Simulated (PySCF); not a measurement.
Below is a simulated gas-phase C 1s photoelectron spectrum of `CP(=NC)(C)C`.

Every computed line was given a Gaussian of 0.4 eV full width at half maximum and an area set by the number of equivalent atoms; the highest printed point is 100. Computed, not measured: delta-SCF UKS SCAN, pcX-2 on the ionised atom, pcseg-1 elsewhere, spin-free X2C in PySCF.

binding energy (eV), intensity and a bar:
```
    290.1          0 
    290.2          3 #
    290.3         11 ###
    290.4         33 ##########
    290.5         68 ####################
    290.6         98 #############################
    290.7        100 ##############################
    290.8         73 ######################
    290.9         37 ###########
    291.0         14 ####
    291.1          4 #
    291.2          1
```

Task: How many maxima does the curve show, and how many computed lines lie under it?

Result: The curve has 1 maximum (at 290.7 eV). Under it lie 2 lines from 2 inequivalent carbon sites. At this width some lines have no maximum of their own.

Task: Decompose the envelope and assign each component. Numbering: `[CH3:1][N:2]=[P:3]([CH3:4])([CH3:5])[CH3:6]`.

Result: 
```tsv
position (eV)	relative area	line	atoms	environment
290.65	3	C 1s	C4/C5/C6	sp3 carbon bound to phosphorus
290.68	1	C 1s	C1	N-methyl carbon
```

The 2 C 1s values lie within 0.03 eV of each other; Gaussian lines of 0.5 eV full width would blend them into one maximum.

No satellites, vibrations or lifetime broadening are included. One atom of each set of topologically equivalent atoms was ionised and stands for the set; in this conformer not all members are related by symmetry, and their own values weren't computed. Isolated species at its PBE0-D3(BJ)/def2-SVP geometry, gas phase.
